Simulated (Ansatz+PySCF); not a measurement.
A calculation with Ansatz (development build ahead of 0.2.0).

```yaml
crystal:
  periodic: [false, false, false]
  atoms:
    - { symbol: Na, position_ang: [0.0, 0.0, 0.0] }
    - { symbol: Cl, position_ang: [30.0, 0.0, 0.0] }
basis:
  gaussian: { orbitals: cc-pVDZ }
hamiltonian:
  xc: hf
scf:
  omitted_lower_state_checks: [starts, atomic_configurations, cluster_reference, orbital_swaps, given_window_search, neighbouring_geometries, increment]
```

The input is written out in the form of the current development build from the run's settings.

Output:

| Quantity | Value |
| --- | --- |
| Converged | yes |
| Total energy | -621.23566 hartree |
| Spin squared of the determinant | 0.000 |
| Stability test | minimum among restricted orbitals |

Caution: an unrestricted determinant lies well below.
